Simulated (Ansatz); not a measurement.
# Worked example: correlation energy of [Br···H···CH₂], triplet

Geometry: a point of a hydrogen-transfer path between rigid fragments, not a stationary point.

```xyz
5

Br   -0.4478    0.0000    0.0000
H     0.9728    0.0000    0.0000
C     2.4212    0.0000    0.0000
H     2.8357    0.0000    0.9962
H     2.8357    0.0000   -0.9962
```

Basis cc-pVDZ; Ansatz 0.2.0. Correlated methods freeze the noble-gas cores and the filled d shells of p-block atoms, which leaves 14 electrons in 41 orbitals. R marks a restricted (for open shells ROHF) determinant, U an unrestricted one. No spin–orbit coupling is included, and no scalar relativity.

Full CI isn't at hand for all of this; UCCSDT(Q) serves as the reference, and is uncertain by about the last step of the cluster series.

Runs differ by some tens of microhartree through their thresholds and, for an open shell, their frozen cores, so steps under 0.03 kcal/mol mean nothing.

```json
{"level": "UHF", "total energy (hartree)": "-2611.878999"}
{"level": "UMP2", "total energy (hartree)": "-2612.109628"}
{"level": "UCCSD", "total energy (hartree)": "-2612.144209"}
{"level": "UCCSD(T)", "total energy (hartree)": "-2612.149276"}
{"level": "UCCSDT", "total energy (hartree)": "-2612.150006"}
{"level": "UCCSDT(Q)", "total energy (hartree)": "-2612.150385"}
```

What is the correlation energy at UCCSDT(Q), and what share of it do UMP2 and UCCSDT recover?

E(corr) = -2612.150385 − (-2611.878999) = -0.271386 hartree = -7.385 eV. UMP2: -0.230629 / -0.271386 = 84.98 %. UCCSDT: -0.271007 / -0.271386 = 99.86 %.

By how many kcal/mol does UCCSD(T) miss UCCSDT(Q) (1 hartree = 627.509 kcal/mol), and which steps make up the rest?

-2612.149276 − (-2612.150385) = 0.001109 hartree = 0.70 kcal/mol. Steps: UCCSDT − UCCSD(T) = -0.46, UCCSDT(Q) − UCCSDT = -0.24 kcal/mol. That is within 1 kcal/mol of the reference in this basis, which itself misses far more of the correlation at the basis-set limit.
